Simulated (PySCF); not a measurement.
One ligand Y is varied and pulled off as a radical: Hf(F)3–Y. Isolated molecules, 0 K electronic values unless said otherwise. One relaxed conformer stands for each flexible species; it need not be the lowest. Multiplicities are imposed; where one is given, others were not computed. Strings in code marks are SMILES.

All values below come from PBE-D3(BJ)/def2-TZVP // PBE-D3(BJ)/def2-SVP (PySCF). 

```
species                                 highest occupied spin orbital (eV)
--------------------------------------  ----------------------------------
ligand removed as a radical ([Hf(F)3])                               -5.11
free radical NH2 (`[NH2]`)                                               …
free radical CH3 (`[CH3]`)                                           -5.38
free radical OCH3                                                    -5.97
```

Question: Some entries are withheld; supply them.

Answer: 
- free radical NH2 (`[NH2]`), highest occupied spin orbital (eV): -7.20
